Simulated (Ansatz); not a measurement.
**AlH3O (AlH2(OH)): MP2/STO-3G**

What is the vertical singlet–triplet gap of AlH3O (AlH2(OH)) at MP2/STO-3G? 

The results are computed with Ansatz 0.2.0.

56 further runs of the same task are left out: 56 set aside as unsound or not needed.

**1. The structure to begin with**

AlH3O: 5 atoms, total charge 0, spin state singlet. SMILES: `[H][Al]([H])[OH]`. The shape comes from GFN2-xTB, which is rough for such elements, and wasn't checked as a minimum.

Bond lengths: Al1–O4 1.636 Å, Al1–H2 1.532 Å, Al1–H3 1.531 Å, O4–H5 0.949 Å. Angles: Al1–O4–H5 179.6°, H2–Al1–O4 120.0°, H3–Al1–O4 120.0°, H2–Al1–H3 120.0°.

**2. The energy at MP2/STO-3G**

Contents of run.yaml:

```yaml
crystal:
  periodic: [false, false, false]
  atoms:
    - {symbol: Al, position_ang: [0.271770, 0.451120, -0.109270]}
    - {symbol: H, position_ang: [1.798980, 0.417230, -0.221380]}
    - {symbol: H, position_ang: [-0.481020, 1.769010, -0.311810]}
    - {symbol: O, position_ang: [-0.555450, -0.920030, 0.226660]}
    - {symbol: H, position_ang: [-1.034280, -1.717330, 0.415800]}
basis:
  gaussian:
    orbitals: STO-3G
correlation:
  method: mp2
  frozen_orbitals: {Al: 5, H: 0, O: 1}
accuracy: high
```

Run with:

```sh
$ ansatz run run.yaml --threads 1 --pin off --max-ram 2610MiB --events-out events.jsonl --progress --plain --runs-dir runs
```

Log:

```text
Warning: RAYON_NUM_THREADS=1 ignored (pool sized by the plan → 1); use --threads N
Functional definition: HF
  name "HF"
  exchange = exact_x
  correlation = 0
288 factors; integrals over basis functions are off by at most 2.9e-8 eV
mean field evaluation 1: about -8558.4718 eV, gradient 2.3e1 eV
mean field evaluation 2: about -8558.4866 eV, gradient 2.3e1 eV
mean field evaluation 4: about -8560.2427 eV, gradient 9.7e-1 eV
mean field evaluation 8: about -8560.2463 eV, gradient 6.5e-5 eV
mean field -8560.24634855 eV, -314.5832509658 hartree, gradient 4.8e-9 eV, S^2 0.000000; 0 other end points of the search recorded, 0 dependent functions left out
6 core orbitals not correlated: weight in the atoms' cores, before any rotation towards them, 0.999 or more for the frozen orbitals, at most 0.000 for the correlated occupied ones
reference -8560.24634855 eV, -314.5832509658 hartree; 6, 6 occupied and 5, 5 virtual orbitals, 288 factors
second order -1.65830148 eV of doubles, -0.00000000 eV of singles
Total energy: -8561.90465003 eV, -314.6441924212 hartree
```

It took 0.24 s on 1 thread of Intel Xeon Platinum 8259CL at 2.50GHz (Skylake/Cascade Lake), shared host.

**3. The triplet at the same level**

Contents of molecule.yaml:

```yaml
crystal:
  periodic: [false, false, false]
  atoms:
    - {symbol: Al, position_ang: [0.271770, 0.451120, -0.109270]}
    - {symbol: H, position_ang: [1.798980, 0.417230, -0.221380]}
    - {symbol: H, position_ang: [-0.481020, 1.769010, -0.311810]}
    - {symbol: O, position_ang: [-0.555450, -0.920030, 0.226660]}
    - {symbol: H, position_ang: [-1.034280, -1.717330, 0.415800]}
basis:
  gaussian: {orbitals: STO-3G}
total_charge: 0
magnetization: {spin_polarized: true, initial_magnetization: 2}
correlation: {method: mp2, frozen_orbitals: {Al: 5, H: 0, O: 1}}
accuracy: high
```

Run with:

```sh
$ ansatz run molecule.yaml --threads 1 --pin off --max-ram 2610MiB --events-out events.jsonl --progress --plain --runs-dir runs
```

Log, cut to the lines that bear on the results:

```text
Warning: RAYON_NUM_THREADS=1 ignored (pool sized by the plan → 1); use --threads N
[... 2 set-up lines as earlier in the session ...]
[...]
288 factors; integrals over basis functions are off by at most 2.9e-8 eV
[...]
mean field -8553.05977489 eV, -314.3191492550 hartree, gradient 3.0e-8 eV, S^2 2.019786; 12 other end points of the search recorded, 0 dependent functions left out
6 core orbitals not correlated: weight in the atoms' cores, before any rotation towards them, 0.999 or more for the frozen orbitals, at most 0.000 for the correlated occupied ones
reference -8553.05977489 eV, -314.3191492550 hartree; 7, 5 occupied and 4, 6 virtual orbitals, 288 factors
second order -1.22312826 eV of doubles, -0.00000000 eV of singles
Total energy: -8554.28290315 eV, -314.3640983894 hartree
```

It took 0.65 s on 1 thread of Intel Xeon Platinum 8259CL at 2.50GHz (Skylake/Cascade Lake), shared host.

**4. Results**

At MP2/STO-3G, 6 core orbitals frozen:

```
                                            quantity          value
                               singlet: total energy  -314.64419 Eh
singlet: correlation energy (6 core orbitals frozen)      -60.9 mEh
                               triplet: total energy  -314.36410 Eh
triplet: correlation energy (6 core orbitals frozen)      -44.9 mEh
          triplet: ⟨S²⟩ of the reference determinant          2.020
    vertical energy of the triplet above the singlet       7.622 eV
```

In words: At this shape the triplet lies 7.62 eV (735 kJ/mol) above the singlet. In a minimal basis such a difference can be off by several eV, whatever the method.
